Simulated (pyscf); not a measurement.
H₂N–SiH₂–F + HF -> H₂N–SiH₂–F + HF (four-centre exchange; singlet surface; F–Si, F–H broken, F–Si, F–H formed). Structures and frequencies: ωB97X-D3(BJ)/def2-SVP in PySCF. Correlated levels are frozen-core, on RHF or UHF. ΔMP2 is the change of the MP2 total energy from the triple- to the quadruple-zeta basis. Energies in eV from the separated reactants.

```tsv
level	barrier	reaction energy
ωB97X-D3(BJ)/def2-TZVP	1.02	0.00
PBE/def2-TZVP	0.82	0.00
PBE0-D3(BJ)/def2-TZVP	0.95	0.00
ωB97M-D3(BJ)/def2-TZVP	(withheld)	0.00
HF/def2-TZVP	1.73	0.00
CCSD(T)/def2-TZVPP	1.11	0.00
CCSD(T)/def2-TZVPP + ΔMP2(QZVPP)	(withheld)	0.00
```

What belongs in the gaps?


- ωB97M-D3(BJ)/def2-TZVP, barrier: 0.99
- CCSD(T)/def2-TZVPP + ΔMP2(QZVPP), barrier: 1.13

Of the functionals in the table, ωB97X-D3(BJ) is closest to CCSD(T)/def2-TZVPP + ΔMP2(QZVPP) in the barrier (0.11 eV apart) and PBE least close (0.31 eV); that level has limits of its own. On the reactant side the descent ends in a complex, 0.27 eV under the separated species and 1.29 eV under the saddle at ωB97X-D3(BJ)/def2-TZVP. On the product side the descent ends in a complex, 0.21 eV under the separated species and 1.23 eV under the saddle at ωB97X-D3(BJ)/def2-TZVP. The same reactants have a lower exit, to F–SiH₂–F + NH₃ (barrier +0.13 eV at ωB97M-D3(BJ)/def2-TZVP, against +0.99 eV here). One saddle was located; it need not be the lowest between these sides. The CCSD(T) − MP2 part came from Ansatz, without density fitting, on the same reference.
